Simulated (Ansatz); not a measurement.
# H3O (doublet): B2PLYP, RPA-PBE over a scan of the distance O1–H3 along a hydrogen transfer, cc-pVTZ

How well do these functionals follow the top wave-function level for H3O (doublet) over a scan of the distance O1–H3 along a hydrogen transfer?

Method: cc-pVTZ, all electrons in the functionals, frozen cores in the correlation of double hybrids and RPA; program: Ansatz 0.2.0, Gaussian basis.

To be run: B2PLYP, RPA-PBE, at 0.960 Å; 1.027 Å; 1.162 Å; 1.297 Å; 1.432 Å.

## 1. The system

The geometry derives from fragments relaxed apart (PBE0/def2-TZVP) and kept rigid, so it is no stationary point. A hydrogen atom is moved between rigid fragments.

4 atoms, charge 0, spin multiplicity 2.

Atoms are counted from 1 here; the program's logs count them from 0.

Bond lengths: O1–H2 0.960 Å, O1–H3 0.960 Å. Angles: H2–O1–H3 105.1°.

No dispersion term is added.

The geometry shown and the zero of energy belong to the point 0.960 Å. The yardstick, UCCSDT(Q), and other wave-function levels (R restricted, U unrestricted, valence and pair active spaces) come from earlier runs.

## 2. B2PLYP, 0.960 Å

in.yaml reads:

```yaml
crystal:
  periodic: [false, false, false]
  atoms:
    - {symbol: O, position_ang: [-0.152979, -0.049094, 0.000000]}
    - {symbol: H, position_ang: [-0.402288, 0.877481, 0.000000]}
    - {symbol: H, position_ang: [0.806550, -0.049094, 0.000000]}
    - {symbol: H, position_ang: [2.024021, -0.049094, 0.000000]}
basis:
  gaussian: {orbitals: cc-pVTZ}
magnetization: {spin_polarized: true, initial_magnetization: 1}
hamiltonian: {xc: {name: B2PLYP}}
correlation: {electrons: outside_noble_gas}
```

Run with:

```bash
> ansatz run in.yaml --threads 1 --pin off --events-out ev --progress --plain --max-ram 2816MiB --backend cpu
```

Standard output:

```text
Functional definition: B2PLYP
  name "B2PLYP"
  cite "Grimme, J. Chem. Phys. 124, 034108 (2006) doi:10.1063/1.2148954"
  cite "Becke, Phys. Rev. A 38, 3098 (1988) doi:10.1103/PhysRevA.38.3098"
  cite "Lee, Yang & Parr, Phys. Rev. B 37, 785 (1988) doi:10.1103/PhysRevB.37.785"
  parameter a = 0.53
  parameter c = 0.27
  exchange = (1 - a)*b88_x + a*exact_x
  correlation = (1 - c)*lyp_c + c*(mp2_os + mp2_ss)
416 factors; integrals over basis functions are off by at most 9.7e-4 eV
mean field evaluation 1: about -2086.8361 eV, gradient 3.1e1 eV
mean field evaluation 2: about -2086.8361 eV, gradient 3.1e1 eV
mean field evaluation 4: about -2090.1020 eV, gradient 1.5e0 eV
mean field evaluation 8: about -2090.1278 eV, gradient 6.1e-2 eV
mean field evaluation 16: about -2090.1279 eV, gradient 1.3e-5 eV
mean field -2090.12789223 eV, -76.8107832999 hartree, gradient 2.5e-6 eV, S^2 0.753625; 0 other end points of the search recorded, 0 dependent functions left out
1 core orbitals not correlated: weight in the atoms' cores, before any rotation towards them, 1.000 or more for the frozen orbitals, at most 0.000 for the correlated occupied ones
reference -2090.12799204 eV, -76.8107869678 hartree; 5, 4 occupied and 66, 67 virtual orbitals, 416 factors
second order -8.64344983 eV of doubles, -0.00000000 eV of singles
Total energy: -2092.46172349 eV, -76.8965500169 hartree
```

Run time: 0.79 s. Hardware: 1 thread of AMD EPYC 7R13, shared host.

From the report: ⟨S²⟩ of the determinant 0.754 (pure doublet: 0.75).

## 3. B2PLYP, 1.027 Å

in.yaml reads:

```yaml
crystal:
  periodic: [false, false, false]
  atoms:
    - {symbol: O, position_ang: [-0.156553, -0.049094, 0.000000]}
    - {symbol: H, position_ang: [-0.405863, 0.877481, 0.000000]}
    - {symbol: H, position_ang: [0.870447, -0.049094, 0.000000]}
    - {symbol: H, position_ang: [2.020447, -0.049094, 0.000000]}
basis:
  gaussian: {orbitals: cc-pVTZ}
magnetization: {spin_polarized: true, initial_magnetization: 1}
hamiltonian: {xc: {name: B2PLYP}}
correlation: {electrons: outside_noble_gas}
```

The command is unchanged.

Standard output, shortened:

```text
Functional definition: B2PLYP
  name "B2PLYP"
  cite "Grimme, J. Chem. Phys. 124, 034108 (2006) doi:10.1063/1.2148954"
  cite "Becke, Phys. Rev. A 38, 3098 (1988) doi:10.1103/PhysRevA.38.3098"
  cite "Lee, Yang & Parr, Phys. Rev. B 37, 785 (1988) doi:10.1103/PhysRevB.37.785"
[...]
415 factors; integrals over basis functions are off by at most 1.3e-3 eV
[...]
mean field -2090.03981633 eV, -76.8075465704 hartree, gradient 3.5e-6 eV, S^2 0.757108; 0 other end points of the search recorded, 0 dependent functions left out
1 core orbitals not correlated: weight in the atoms' cores, before any rotation towards them, 1.000 or more for the frozen orbitals, at most 0.000 for the correlated occupied ones
reference -2090.03991693 eV, -76.8075502671 hartree; 5, 4 occupied and 66, 67 virtual orbitals, 415 factors
second order -8.77507744 eV of doubles, -0.00000000 eV of singles
Total energy: -2092.40918784 eV, -76.8946193671 hartree
```

Run time: 0.79 s. Hardware: 1 thread of AMD EPYC 7R13, shared host.

From the report: ⟨S²⟩ of the determinant 0.757 (pure doublet: 0.75).

From 0.960 Å: +0.053 eV.

## 4. B2PLYP, 1.162 Å

in.yaml reads:

```yaml
crystal:
  periodic: [false, false, false]
  atoms:
    - {symbol: O, position_ang: [-0.163706, -0.049094, 0.000000]}
    - {symbol: H, position_ang: [-0.413016, 0.877481, 0.000000]}
    - {symbol: H, position_ang: [0.998294, -0.049094, 0.000000]}
    - {symbol: H, position_ang: [2.013294, -0.049094, 0.000000]}
basis:
  gaussian: {orbitals: cc-pVTZ}
magnetization: {spin_polarized: true, initial_magnetization: 1}
hamiltonian: {xc: {name: B2PLYP}}
correlation: {electrons: outside_noble_gas}
```

The command is unchanged.

Standard output, shortened:

```text
Functional definition: B2PLYP
  name "B2PLYP"
  cite "Grimme, J. Chem. Phys. 124, 034108 (2006) doi:10.1063/1.2148954"
  cite "Becke, Phys. Rev. A 38, 3098 (1988) doi:10.1103/PhysRevA.38.3098"
  cite "Lee, Yang & Parr, Phys. Rev. B 37, 785 (1988) doi:10.1103/PhysRevB.37.785"
[...]
414 factors; integrals over basis functions are off by at most 1.0e-3 eV
[...]
mean field -2089.70657626 eV, -76.7953002235 hartree, gradient 4.1e-6 eV, S^2 0.770612; 0 other end points of the search recorded, 0 dependent functions left out
1 core orbitals not correlated: weight in the atoms' cores, before any rotation towards them, 1.000 or more for the frozen orbitals, at most 0.000 for the correlated occupied ones
reference -2089.70667851 eV, -76.7953039813 hartree; 5, 4 occupied and 66, 67 virtual orbitals, 414 factors
second order -8.85338072 eV of doubles, -0.00000000 eV of singles
Total energy: -2092.09709131 eV, -76.8831500312 hartree
```

Run time: 0.82 s. Hardware: 1 thread of AMD EPYC 7R13, shared host.

From the report: ⟨S²⟩ of the determinant 0.771 (pure doublet: 0.75).

From 0.960 Å: +0.365 eV.

## 5. B2PLYP, 1.297 Å

in.yaml reads:

```yaml
crystal:
  periodic: [false, false, false]
  atoms:
    - {symbol: O, position_ang: [-0.170859, -0.049094, 0.000000]}
    - {symbol: H, position_ang: [-0.420169, 0.877481, 0.000000]}
    - {symbol: H, position_ang: [1.126141, -0.049094, 0.000000]}
    - {symbol: H, position_ang: [2.006141, -0.049094, 0.000000]}
basis:
  gaussian: {orbitals: cc-pVTZ}
magnetization: {spin_polarized: true, initial_magnetization: 1}
hamiltonian: {xc: {name: B2PLYP}}
correlation: {electrons: outside_noble_gas}
```

Launched as before.

Standard output, shortened:

```text
Functional definition: B2PLYP
  name "B2PLYP"
  cite "Grimme, J. Chem. Phys. 124, 034108 (2006) doi:10.1063/1.2148954"
  cite "Becke, Phys. Rev. A 38, 3098 (1988) doi:10.1103/PhysRevA.38.3098"
  cite "Lee, Yang & Parr, Phys. Rev. B 37, 785 (1988) doi:10.1103/PhysRevB.37.785"
[...]
413 factors; integrals over basis functions are off by at most 1.4e-3 eV
[...]
mean field -2089.62417180 eV, -76.7922719154 hartree, gradient 4.1e-6 eV, S^2 0.772156; 2 other end points of the search recorded, 0 dependent functions left out
1 core orbitals not correlated: weight in the atoms' cores, before any rotation towards them, 1.000 or more for the frozen orbitals, at most 0.000 for the correlated occupied ones
reference -2089.62427556 eV, -76.7922757285 hartree; 5, 4 occupied and 66, 67 virtual orbitals, 413 factors
second order -8.49744392 eV of doubles, -0.00000000 eV of singles
Total energy: -2091.91858541 eV, -76.8765900606 hartree
```

Run time: 0.97 s. Hardware: 1 thread of AMD EPYC 7R13, shared host.

From the report: ⟨S²⟩ of the determinant 0.772 (pure doublet: 0.75).

From 0.960 Å: +0.543 eV.

## 6. B2PLYP, 1.432 Å

in.yaml reads:

```yaml
crystal:
  periodic: [false, false, false]
  atoms:
    - {symbol: O, position_ang: [-0.178012, -0.049094, 0.000000]}
    - {symbol: H, position_ang: [-0.427322, 0.877481, 0.000000]}
    - {symbol: H, position_ang: [1.253988, -0.049094, 0.000000]}
    - {symbol: H, position_ang: [1.998988, -0.049094, 0.000000]}
basis:
  gaussian: {orbitals: cc-pVTZ}
magnetization: {spin_polarized: true, initial_magnetization: 1}
hamiltonian: {xc: {name: B2PLYP}}
correlation: {electrons: outside_noble_gas}
```

Same command.

Standard output, shortened:

```text
Functional definition: B2PLYP
  name "B2PLYP"
  cite "Grimme, J. Chem. Phys. 124, 034108 (2006) doi:10.1063/1.2148954"
  cite "Becke, Phys. Rev. A 38, 3098 (1988) doi:10.1103/PhysRevA.38.3098"
  cite "Lee, Yang & Parr, Phys. Rev. B 37, 785 (1988) doi:10.1103/PhysRevB.37.785"
[...]
406 factors; integrals over basis functions are off by at most 1.2e-3 eV
[...]
mean field -2089.71319094 eV, -76.7955433087 hartree, gradient 9.3e-6 eV, S^2 0.760768; 2 other end points of the search recorded, 0 dependent functions left out
1 core orbitals not correlated: weight in the atoms' cores, before any rotation towards them, 1.000 or more for the frozen orbitals, at most 0.000 for the correlated occupied ones
reference -2089.71329565 eV, -76.7955471565 hartree; 5, 4 occupied and 66, 67 virtual orbitals, 406 factors
second order -8.05121106 eV of doubles, -0.00000000 eV of singles
Total energy: -2091.88712263 eV, -76.8754338248 hartree
```

Wall time 0.99 s (1 thread of AMD EPYC 7R13, shared host).

From the report: ⟨S²⟩ of the determinant 0.761 (pure doublet: 0.75).

From 0.960 Å: +0.575 eV.

## 7. RPA-PBE, 0.960 Å

in.yaml reads:

```yaml
crystal:
  periodic: [false, false, false]
  atoms:
    - {symbol: O, position_ang: [-0.152979, -0.049094, 0.000000]}
    - {symbol: H, position_ang: [-0.402288, 0.877481, 0.000000]}
    - {symbol: H, position_ang: [0.806550, -0.049094, 0.000000]}
    - {symbol: H, position_ang: [2.024021, -0.049094, 0.000000]}
basis:
  gaussian: {orbitals: cc-pVTZ}
magnetization: {spin_polarized: true, initial_magnetization: 1}
hamiltonian: {xc: {name: PBE}}
correlation: {method: rpa, electrons: outside_noble_gas}
```

Same command.

Standard output, shortened:

```text
Functional definition: PBE
  name "PBE"
  cite "Perdew, Burke & Ernzerhof, Phys. Rev. Lett. 77, 3865 (1996) doi:10.1103/PhysRevLett.77.3865"
  parent pbe
[...]
416 factors; integrals over basis functions are off by at most 9.7e-4 eV
[...]
mean field -2091.62214974 eV, -76.8656962504 hartree, gradient 9.6e-7 eV, S^2 0.751671; 1 other end points of the search recorded, 0 dependent functions left out
1 core orbitals not correlated: weight in the atoms' cores, before any rotation towards them, 1.000 or more for the frozen orbitals, at most 0.000 for the correlated occupied ones
reference -2082.35253372 eV, -76.5250441450 hartree; 5, 4 occupied and 66, 67 virtual orbitals, 416 factors
Total energy: -2094.13158817 eV, -76.9579164120 hartree
```

Run time: 1.1 s. Hardware: 1 thread of AMD EPYC 7R13, shared host.

From the report: ⟨S²⟩ of the determinant 0.752 (pure doublet: 0.75).

## 8. RPA-PBE, 1.027 Å

in.yaml reads:

```yaml
crystal:
  periodic: [false, false, false]
  atoms:
    - {symbol: O, position_ang: [-0.156553, -0.049094, 0.000000]}
    - {symbol: H, position_ang: [-0.405863, 0.877481, 0.000000]}
    - {symbol: H, position_ang: [0.870447, -0.049094, 0.000000]}
    - {symbol: H, position_ang: [2.020447, -0.049094, 0.000000]}
basis:
  gaussian: {orbitals: cc-pVTZ}
magnetization: {spin_polarized: true, initial_magnetization: 1}
hamiltonian: {xc: {name: PBE}}
correlation: {method: rpa, electrons: outside_noble_gas}
```

The command is unchanged.

Standard output, shortened:

```text
Functional definition: PBE
  name "PBE"
  cite "Perdew, Burke & Ernzerhof, Phys. Rev. Lett. 77, 3865 (1996) doi:10.1103/PhysRevLett.77.3865"
  parent pbe
[...]
415 factors; integrals over basis functions are off by at most 1.3e-3 eV
[...]
mean field -2091.62827486 eV, -76.8659213445 hartree, gradient 1.2e-6 eV, S^2 0.752573; 1 other end points of the search recorded, 0 dependent functions left out
1 core orbitals not correlated: weight in the atoms' cores, before any rotation towards them, 1.000 or more for the frozen orbitals, at most 0.000 for the correlated occupied ones
reference -2082.13640663 eV, -76.5171016208 hartree; 5, 4 occupied and 66, 67 virtual orbitals, 415 factors
Total energy: -2094.08703700 eV, -76.9562791864 hartree
```

Run time: 1.1 s. Hardware: 1 thread of AMD EPYC 7R13, shared host.

From the report: ⟨S²⟩ of the determinant 0.753 (pure doublet: 0.75).

From 0.960 Å: +0.045 eV.

## 9. RPA-PBE, 1.162 Å

in.yaml reads:

```yaml
crystal:
  periodic: [false, false, false]
  atoms:
    - {symbol: O, position_ang: [-0.163706, -0.049094, 0.000000]}
    - {symbol: H, position_ang: [-0.413016, 0.877481, 0.000000]}
    - {symbol: H, position_ang: [0.998294, -0.049094, 0.000000]}
    - {symbol: H, position_ang: [2.013294, -0.049094, 0.000000]}
basis:
  gaussian: {orbitals: cc-pVTZ}
magnetization: {spin_polarized: true, initial_magnetization: 1}
hamiltonian: {xc: {name: PBE}}
correlation: {method: rpa, electrons: outside_noble_gas}
```

Same command.

Standard output, shortened:

```text
Functional definition: PBE
  name "PBE"
  cite "Perdew, Burke & Ernzerhof, Phys. Rev. Lett. 77, 3865 (1996) doi:10.1103/PhysRevLett.77.3865"
  parent pbe
[...]
414 factors; integrals over basis functions are off by at most 1.0e-3 eV
[...]
mean field -2091.42370399 eV, -76.8584035036 hartree, gradient 8.1e-6 eV, S^2 0.754914; 4 other end points of the search recorded, 0 dependent functions left out
1 core orbitals not correlated: weight in the atoms' cores, before any rotation towards them, 1.000 or more for the frozen orbitals, at most 0.000 for the correlated occupied ones
reference -2081.59105014 eV, -76.4970601395 hartree; 5, 4 occupied and 66, 67 virtual orbitals, 414 factors
Total energy: -2093.82659511 eV, -76.9467081237 hartree
```

Wall time 1.8 s (1 thread of AMD EPYC 7R13, shared host).

From the report: ⟨S²⟩ of the determinant 0.755 (pure doublet: 0.75).

From 0.960 Å: +0.305 eV.

## 10. RPA-PBE, 1.297 Å

in.yaml reads:

```yaml
crystal:
  periodic: [false, false, false]
  atoms:
    - {symbol: O, position_ang: [-0.170859, -0.049094, 0.000000]}
    - {symbol: H, position_ang: [-0.420169, 0.877481, 0.000000]}
    - {symbol: H, position_ang: [1.126141, -0.049094, 0.000000]}
    - {symbol: H, position_ang: [2.006141, -0.049094, 0.000000]}
basis:
  gaussian: {orbitals: cc-pVTZ}
magnetization: {spin_polarized: true, initial_magnetization: 1}
hamiltonian: {xc: {name: PBE}}
correlation: {method: rpa, electrons: outside_noble_gas}
```

Same command.

Standard output, shortened:

```text
Functional definition: PBE
  name "PBE"
  cite "Perdew, Burke & Ernzerhof, Phys. Rev. Lett. 77, 3865 (1996) doi:10.1103/PhysRevLett.77.3865"
  parent pbe
[...]
413 factors; integrals over basis functions are off by at most 1.4e-3 eV
[...]
mean field -2091.25408566 eV, -76.8521701450 hartree, gradient 2.1e-6 eV, S^2 0.755322; 6 other end points of the search recorded, 0 dependent functions left out
1 core orbitals not correlated: weight in the atoms' cores, before any rotation towards them, 1.000 or more for the frozen orbitals, at most 0.000 for the correlated occupied ones
reference -2081.46259828 eV, -76.4923396208 hartree; 5, 4 occupied and 66, 67 virtual orbitals, 413 factors
Total energy: -2093.70503252 eV, -76.9422407807 hartree
```

Run time: 2.1 s. Hardware: 1 thread of AMD EPYC 7R13, shared host.

From the report: ⟨S²⟩ of the determinant 0.755 (pure doublet: 0.75).

From 0.960 Å: +0.427 eV.

## 11. RPA-PBE, 1.432 Å

in.yaml reads:

```yaml
crystal:
  periodic: [false, false, false]
  atoms:
    - {symbol: O, position_ang: [-0.178012, -0.049094, 0.000000]}
    - {symbol: H, position_ang: [-0.427322, 0.877481, 0.000000]}
    - {symbol: H, position_ang: [1.253988, -0.049094, 0.000000]}
    - {symbol: H, position_ang: [1.998988, -0.049094, 0.000000]}
basis:
  gaussian: {orbitals: cc-pVTZ}
magnetization: {spin_polarized: true, initial_magnetization: 1}
hamiltonian: {xc: {name: PBE}}
correlation: {method: rpa, electrons: outside_noble_gas}
```

The command is unchanged.

Standard output, shortened:

```text
Functional definition: PBE
  name "PBE"
  cite "Perdew, Burke & Ernzerhof, Phys. Rev. Lett. 77, 3865 (1996) doi:10.1103/PhysRevLett.77.3865"
  parent pbe
[...]
406 factors; integrals over basis functions are off by at most 1.2e-3 eV
[...]
mean field -2091.08956131 eV, -76.8461239867 hartree, gradient 5.7e-6 eV, S^2 0.753616; 6 other end points of the search recorded, 0 dependent functions left out
1 core orbitals not correlated: weight in the atoms' cores, before any rotation towards them, 1.000 or more for the frozen orbitals, at most 0.000 for the correlated occupied ones
reference -2081.69499668 eV, -76.5008801046 hartree; 5, 4 occupied and 66, 67 virtual orbitals, 406 factors
Total energy: -2093.67364145 eV, -76.9410871802 hartree
```

Run time: 1.9 s. Hardware: 1 thread of AMD EPYC 7R13, shared host.

From the report: ⟨S²⟩ of the determinant 0.754 (pure doublet: 0.75).

From 0.960 Å: +0.458 eV.

## 12. Against the wave-function levels

The yardstick is UCCSDT(Q), where the cluster series has nearly closed. It comes from earlier runs at the same points. Energies in eV, counted from 0.960 Å; blanks weren't run or aren't comparable.

| level | 0.960 Å | 1.027 Å | 1.162 Å | 1.297 Å | 1.432 Å |
| --- | --- | --- | --- | --- | --- |
| UCCSDT(Q) | 0.000 | 0.076 | 0.434 | 0.616 | 0.615 |
| B2PLYP | 0.000 | 0.053 | 0.365 | 0.543 | 0.575 |
| RPA-PBE | 0.000 | 0.045 | 0.305 | 0.427 | 0.458 |

Largest miss and mean time a point (UCCSDT(Q) took 6 s a point; shared hosts):

| level | largest miss (eV) | where | time a point |
| --- | --- | --- | --- |
| B2PLYP | -0.073 | 1.297 Å | 0.87 s |
| RPA-PBE | -0.189 | 1.297 Å | 1.6 s |

## 13. What came out

```
                   quantity                value
span of the UCCSDT(Q) curve             0.616 eV
       largest miss, B2PLYP  -0.073 eV (1.297 Å)
      largest miss, RPA-PBE  -0.189 eV (1.297 Å)
```

Of the functionals, B2PLYP keep the smallest largest miss at the points compared (at most 0.073 eV) and RPA-PBE strays most (0.189 eV, at 1.297 Å). Functionals and the yardstick converge differently with the basis, so part of each miss in cc-pVTZ is the basis.
